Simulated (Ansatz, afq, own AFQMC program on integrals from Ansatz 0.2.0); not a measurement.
AFQMC on a folder of integrals that Ansatz 0.2.0 wrote.

```yaml
crystal:
  periodic: [false, false, false]
  atoms:
    - {symbol: B, position_ang: [0.000000, 0.000000, 0.000000]}
    - {symbol: Al, position_ang: [0.000000, 0.000000, 3.264000]}
basis:
  gaussian: {orbitals: cc-pVDZ}
magnetization: {spin_polarized: true, initial_magnetization: 0}
correlation: {method: ccsd_t, electrons: outside_noble_gas, hamiltonian_folder: ham}
```

```sh
$ ansatz run in.yaml --threads 1 --pin off --events-out ev --progress --plain --max-ram 24576MiB --backend cuda --devices 0, --max-vram 18GiB
```

afq runs on the folder ham with

```
--method phaseless --trial cisd --walkers 4000 --populations 20 --least-time 60 --time-step 0.005 --steps-per-block 50 --equilibration-blocks 40 --max-blocks 4000 --target-error 0.00029 --factor-cut 1e-05 --start spin_pure --seed 2026 --release-times 0.24,0.51,0.99,1.62,2.4 --release-step 0.03 --release-every 3 --taylor-order 6
```

Times are imaginary, in 1/Eh. The walk had a cap of 122 s. With eight or more populations the least sampling time is a fifth of least-time, and the error comes from their spread.

afq prints:

```
orbitals 26  electrons 3 3  factors 162 of 315
reference energy -266.38128854 Eh
CCSD correlation -0.14332918 Eh in 15 cycles, weight of the determinant in the CISD state 0.8029
energy of the start -266.524617 Eh
 block  time / (1/Eh)  mean weight  energy / Eh
     1     0.250  0.9999  -266.522943
     2     0.500  0.9999  -266.522610
     3     0.750  0.9998  -266.522875
     4     1.000  1.0000  -266.523451
     5     1.250  1.0000  -266.524045
     8     2.000  0.9999  -266.525862
    11     2.750  0.9998  -266.527231
    15     3.750  0.9999  -266.528737
    17     4.250  0.9995  -266.529625
    23     5.750  1.0000  -266.530658
    29     7.250  1.0000  -266.530666
    35     8.750  1.0000  -266.530647
    39     9.750  0.9998  -266.531564
    41    10.250  0.9999  -266.531308
    47    11.750  1.0002  -266.530683
    53    13.250  1.0000  -266.530017
    59    14.750  1.0000  -266.529101
    65    16.250  1.0000  -266.529732
    71    17.750  1.0002  -266.530148
    77    19.250  0.9997  -266.530710
    83    20.750  1.0002  -266.529286
    89    22.250  1.0001  -266.531163
error from the spread of 20 populations
released: time / (1/Eh)  energy / Eh  error  mean overlap
  0.24  -266.530383  0.000134  0.9979
  0.51  -266.530705  0.000124  0.9963
  0.99  -266.531230  0.000148  0.9958
  1.62  -266.531438  0.000126  0.9990
  2.40  -266.531794  0.000151  0.9996
energy -266.530138 +/- 0.000142 Eh
(rows thinned)
```

The run passed its tests (sampling time, drift between the halves within three errors, error under three times the target), which doesn't prove that it has relaxed.

Against this walk (error 3.9 meV) on the same determinant: CCSD(T) 10.9 meV lower, CCSDT(Q) 71.9 meV lower, CCSDTQ 76.7 meV lower, full CI 77.8 meV lower. The error is statistical and leaves out the bias of the constraint. The released energies are still falling (meV from the phaseless value at times in 1/Eh: -7 ± 4 at 0.24, -15 ± 3 at 0.51, -30 ± 4 at 0.99, -35 ± 3 at 1.62, -45 ± 4 at 2.40), so they give no level; they do show a bias of the constraint, and the last of them that isn't too noisy lies 33 meV above full CI. Full CI is exact here, so the walk's 78 meV above it is the walk's own error: the bias of the constraint with this trial.

Cautions: constraint bias not in the error; higher spins were not checked; an unrestricted solution with more broken spin lies lower (737 meV, ⟨S²⟩ 1.09), while this determinant keeps restricted orbitals; strong correlation (T1 0.028, weight of the determinant 0.80, largest double 0.25).

The walk took 21 s on 1 × NVIDIA H100 80GB HBM3 with 2 threads of AMD EPYC 7R13 Processor (Zen 3) (shared host) (the card was shared). The log's last line is the phaseless energy.

CCSDT and higher add their correlation energy to the determinant of the CCSD(T) run, since their own runs factorise the integrals more tightly (a shift of under 2 meV). A walk keeps the symmetry of its determinant, which the program's search chose and which needn't be the lowest solution, so a lower state of the same spin and another symmetry isn't excluded.
